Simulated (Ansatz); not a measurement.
**One element changed: atomization energies of SiSe, GeSe**

Ansatz 0.2.0, basis cc-pVDZ; geometries are PBE0/def2-TZVP minima. Wave-function levels freeze the cores with the filled d shells of p-block atoms; HF, MP2 and coupled cluster are restricted for singlets and unrestricted otherwise, atoms included (their steps beyond CCSDT(Q) come from restricted open-shell runs), restricted open-shell where a d shell is frozen. NEVPT2 and MRCISD+Q stand on CASSCF in the full valence space, and MRCISD+Q is size-consistent only roughly. The reference is CCSDTQ (coupled cluster only where its series has nearly closed). An error is the level's value less the reference. None of these values is a measured one. Energies are electronic, without zero-point terms. No spin–orbit coupling and no scalar relativity. The set is small: it underbinds, by tens of kJ/mol for each bond, so near ties and functionals' places can change in larger sets. The species are chosen: bound, without strong static correlation by their natural occupations or amplitudes, in their lowest spin state as far as vertical gaps and like structures tell, and with a ladder that closes on the reference, so errors are smaller than for species at large; levels whose determinant breaks symmetry or spin markedly are left out.

```tsv
species	bonds (Å)	quantity	symmetry of the states	reference	value (kcal/mol)	error CCSD	error CCSD(T)	error CCSDT	error NEVPT2	error MRCISD+Q
SiSe, singlet	Si–Se 2.062	atomization	Σ⁺	CCSDTQ	114.0	-6.1	-0.7	-0.4	1.4	-1.8
GeSe, singlet	Ge–Se 2.140	atomization	Σ⁺	CCSDTQ	106.1	-6.3	-0.7	-0.4	2.0	-1.4
```

The reference falls from Si to Ge, by 7.9 kcal/mol in all.
